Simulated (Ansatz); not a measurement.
# AlNH2+ (quartet): wave-function methods side by side, cc-pVDZ

How much of the correlation energy of AlNH2+ (quartet) does each wave-function method recover here?

The runs use Ansatz 0.2.0, Gaussian basis; cc-pVDZ, core rule «outside noble gas», up to 6 orbitals frozen.

Plan: UHF; CCSD(T) on ROHF; CCSD(T) on UHF; BCCD(T) on ROHF; CISD; CCSDT(Q) on ROHF; CCSDT(Q) on UHF; CCSDTQ on ROHF.

15 further runs of the same task are left out: 12 for a known fault of the program, 3 set aside as unsound or not needed.

**1. The geometry**

The geometry is a PBE0/def2-TZVP stationary point (not a proven minimum) of the parent state, kept for this charge and spin.

4 atoms, charge 1, spin multiplicity 4.

Atoms are counted from 1 here; the program's logs count them from 0.

Bond lengths: Al1–N2 1.771 Å, N2–H3 1.007 Å, N2–H4 1.007 Å. Angles: Al1–N2–H3 124.1°, Al1–N2–H4 124.1°, H3–N2–H4 111.7°.

**2. UHF**

File in.yaml:

```yaml
crystal:
  periodic: [false, false, false]
  atoms:
    - {symbol: Al, position_ang: [0.000000, 0.000000, 0.686473]}
    - {symbol: N, position_ang: [0.000000, 0.000000, -1.084932]}
    - {symbol: H, position_ang: [0.000000, 0.833405, -1.649784]}
    - {symbol: H, position_ang: [0.000000, -0.833405, -1.649784]}
basis:
  gaussian: {orbitals: cc-pVDZ}
total_charge: 1
magnetization: {spin_polarized: true, initial_magnetization: 3}
hamiltonian: {xc: hf}
output: {orbitals: {seedname: orbitals}}
```

Run with:

```console
$ ansatz run in.yaml --threads 1 --pin off --events-out ev --progress --plain --max-ram 4096MiB --backend cpu
```

The runs that follow: CCSD(T) on ROHF; CCSD(T) on UHF; BCCD(T) on ROHF; CISD; CCSDT(Q) on ROHF; CCSDT(Q) on UHF; CCSDTQ on ROHF.

Q: Predict the results of all the runs planned. Wanted: RCCSDTQ below the RHF energy; RMP2 from RCCSDTQ; UMP2 from RCCSDTQ; RCCSD from RCCSDTQ; RCCSD(T) from RCCSDTQ; UCCSD(T) from RCCSDTQ; RCCSDT(Q) from RCCSDTQ; UCCSDT(Q) from RCCSDTQ; T1 diagnostic.

As calculated:

| quantity | value |
| --- | --- |
| RCCSDTQ below the RHF energy | -4.9005 eV |
| RMP2 from RCCSDTQ | +676.6 meV |
| UMP2 from RCCSDTQ | +681.0 meV |
| RCCSD from RCCSDTQ | +105.7 meV |
| RCCSD(T) from RCCSDTQ | +18.4 meV |
| UCCSD(T) from RCCSDTQ | +17.2 meV |
| RCCSDT(Q) from RCCSDTQ | +0.2 meV |
| UCCSDT(Q) from RCCSDTQ | -1.2 meV |
| levels within 1 kcal/mol (43 meV) | RCCSD(T), UCCSD(T), BCCD(T), RCCSDT, UCCSDT, RCCSDT(Q), UCCSDT(Q) |
| T1 diagnostic | 0.014 |

What this shows: RCCSD(T) lands +18.4 meV from the yardstick (0.4 % of the correlation energy). These misses are within one basis, not against nature; the frozen cores of restricted and unrestricted runs differ, which can shift their rows.
